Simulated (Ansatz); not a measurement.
A nudged elastic band was laid between two geometries of FH3Si + H2 (7 atoms, charge 0, multiplicity 1).

All numbers below come from RKS PBE-D4/def2-SVP (Ansatz).

```json
{
 "movable images": "5",
 "climbing image": "yes",
 "spring": "5.0 eV/Å²",
 "optimiser": "quadratic models (default)",
 "start path": "through a guess of the saddle point",
 "force threshold": "0.05 eV/Å",
 "iteration limit": "60",
 "end points": "relaxed"
}
```

Initial state:

```xyz
7
Properties=species:S:1:pos:R:3
Si 0.492 0.000 -0.278
F 0.035 0.000 1.301
H 1.992 0.000 -0.332
H -0.052 1.234 -0.936
H -0.052 -1.234 -0.936
H -3.058 0.000 1.869
H -2.290 0.000 1.824
```

Final state:

```xyz
7
Properties=species:S:1:pos:R:3
Si -0.205 0.284 -0.361
F -0.617 -1.074 2.307
H 1.067 0.561 0.381
H -0.262 1.123 -1.607
H -0.321 -1.166 -0.720
H -1.384 0.684 0.497
H -1.213 -0.411 2.015
```

Which bonds break or form, and what moves?

Bonds broken: Si1–F2, H6–H7. Bonds formed: Si1–H6, F2–H7. FH3Si + H2 becomes FH + H4Si.

What energy profile does the band end with?

The run converged. The highest image is number 4 of 0 to 6, 46.0 kcal/mol above the first end and 25.1 kcal/mol above the last; the last end lies 20.9 kcal/mol above the first. Neighbouring images differ by up to 1.3 eV, so the band resolves the path poorly. A vibrational analysis at the climbing image gives one clearly imaginary mode, 953i cm⁻¹: a first-order saddle point. The orbitals stay closed-shell, which can raise the energy where a bond breaks towards radicals; this wasn't checked here.

```json
{"image": "0", "path coordinate (Å)": "0.00", "energy (kcal/mol)": "0.0", "Si1–F2 (Å)": "1.64", "H6–H7 (Å)": "0.77", "Si1–H6 (Å)": "4.15"}
{"image": "1", "path coordinate (Å)": "0.80", "energy (kcal/mol)": "0.1", "Si1–F2 (Å)": "1.64", "H6–H7 (Å)": "0.77", "Si1–H6 (Å)": "3.62"}
{"image": "2", "path coordinate (Å)": "1.61", "energy (kcal/mol)": "1.5", "Si1–F2 (Å)": "1.65", "H6–H7 (Å)": "0.77", "Si1–H6 (Å)": "2.90"}
{"image": "3", "path coordinate (Å)": "2.41", "energy (kcal/mol)": "15.0", "Si1–F2 (Å)": "1.69", "H6–H7 (Å)": "0.78", "Si1–H6 (Å)": "2.23"}
{"image": "4", "path coordinate (Å)": "3.22", "energy (kcal/mol)": "46.0", "Si1–F2 (Å)": "1.98", "H6–H7 (Å)": "1.04", "Si1–H6 (Å)": "1.72"}
{"image": "5", "path coordinate (Å)": "4.00", "energy (kcal/mol)": "26.4", "Si1–F2 (Å)": "2.60", "H6–H7 (Å)": "1.43", "Si1–H6 (Å)": "1.54"}
{"image": "6", "path coordinate (Å)": "4.78", "energy (kcal/mol)": "20.9", "Si1–F2 (Å)": "3.02", "H6–H7 (Å)": "1.88", "Si1–H6 (Å)": "1.51"}
```

What is the geometry of the highest image?


```xyz
7
Properties=species:S:1:pos:R:3
Si -0.164 0.042 -0.042
F -0.185 -0.427 1.887
H 1.314 0.228 0.178
H -0.517 1.172 -0.981
H -0.465 -1.271 -0.693
H -1.706 0.318 0.665
H -1.211 -0.062 1.498
```

Run time: 48 s on 1 thread of Intel(R) Xeon(R) 6975P-C (Granite Rapids), with other jobs on the host, peak memory 0.12 GiB.
